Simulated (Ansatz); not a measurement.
## Worked example: correlation energy of HBN, quartet

Geometry: a PBE0/def2-TZVP stationary point for this spin, not checked as a minimum.

```yaml
atoms:
  - { symbol: B, position_ang: [0.0000, -0.1852, 0.7730] }
  - { symbol: N, position_ang: [0.0000, 0.0874, -0.7050] }
  - { symbol: H, position_ang: [0.0000, 0.7718, 1.5065] }
```

Basis 6-31G; Ansatz 0.2.0. Correlated methods freeze the noble-gas cores, which leaves 9 electrons in 18 orbitals. R marks a restricted (for open shells ROHF) determinant, U an unrestricted one.

Full CI is exact within this basis and frozen core; it isn't the basis-set limit. The frozen core follows each run's orbitals, which can shift R against U totals by a few meV.

Runs differ by some tens of microhartree through their thresholds and, for an open shell, their frozen cores, so steps under 0.1 kcal/mol mean nothing.

| level | total energy (hartree) |
| --- | --- |
| UHF | -79.542871 |
| UMP2 | -79.627779 |
| UCCSD | -79.649735 |
| UCCSD(T) | -79.651702 |
| UCCSDT | -79.652345 |
| UCCSDT(Q) | -79.652474 |
| full CI | -79.652446 |

Task: What is the correlation energy at full CI, and what share of it do UMP2 and UCCSD recover?

Result: E(corr) = -79.652446 − (-79.542871) = -0.109575 hartree = -2.982 eV. UMP2: -0.084908 / -0.109575 = 77.49 %. UCCSD: -0.106864 / -0.109575 = 97.53 %.

Task: By how many kcal/mol does UCCSD(T) miss full CI (1 hartree = 627.509 kcal/mol), and which steps make up the rest?

Result: -79.651702 − (-79.652446) = 0.000744 hartree = 0.47 kcal/mol. Steps: UCCSDT − UCCSD(T) = -0.40, UCCSDT(Q) − UCCSDT = -0.08, full CI − UCCSDT(Q) = 0.02 kcal/mol. That is within 1 kcal/mol of the reference in this basis, which itself misses far more of the correlation at the basis-set limit.
